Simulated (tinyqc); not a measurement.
Stretching all distances: RHF, UHF, MP2, CISD and CCSD against full CI in the sto-6g basis, for H3O+, spin multiplicity 1. Computed by the program tinyqc with PySCF. All coordinates are multiplied by the scale. c0^2 is the weight of the RHF determinant in the lowest singlet FCI state (UHF is spin-contaminated and may lie near states of higher spin) and n(LUMO) the first natural occupation beyond the occupied space.

Geometry (angstrom):
```
atom,x,y,z
O,0.0000,0.0000,0.1660
H,0.9080,0.0000,0.0000
H,-0.4540,0.7870,0.0000
H,-0.4540,-0.7870,0.0000
```

Full CI energy (hartree) and errors against it (kcal/mol):
```
scale,distance 1-2 (angstrom),E(FCI),RHF,UHF,MP2,CISD,CCSD,<S^2> UHF,c0^2,n(LUMO)
0.9400,0.8677,-76.031773,30.4229,30.4229,6.6243,0.5021,0.1536,0.0000,0.9810,0.0133
1.0800,0.9969,-76.104641,39.4892,39.4892,9.1403,0.9635,0.2934,0.0000,0.9699,0.0209
1.2200,1.1261,-76.071971,50.6977,50.6977,12.3392,1.8041,0.5575,0.0000,0.9523,0.0325
1.3600,1.2553,-75.995941,64.8263,64.8263,16.5664,3.3687,1.0338,0.0000,0.9222,0.0502
1.5000,1.3846,-75.908143,82.9832,82.9832,22.5131,6.4161,1.8294,0.0000,0.8638,0.0802
1.6500,1.5230,-75.820495,108.4778,76.1978,32.1210,13.0456,3.1188,1.5983,0.7292,0.1543
1.7900,1.6523,-75.754082,138.6432,54.5437,45.0039,24.1379,4.6519,1.9670,0.5163,0.2888
```

What does the comparison show, and why?

UHF parts from RHF first at scale 1.65 of those listed, where <S^2> leaves zero. The weight c0^2 goes from 0.98 to 0.52 and n(LUMO) from 0.01 to 0.29: static correlation grows as the bonds break into open-shell fragments. The spread of the error along the curve, which distorts its shape, is CCSD 4.5, CISD 23.6, MP2 38.4, UHF 52.6, RHF 108.2 kcal/mol. The table stops here: at scale 1.93 and beyond, the reference weight falls under 0.45 or RHF, UHF or CCSD hop between solutions, so those rows were left out and the spreads given cover only the rows shown. As computed, partly on other solutions, the errors there reach in size RHF 207, UHF 39, MP2 73, CISD 56, CCSD 62 kcal/mol.
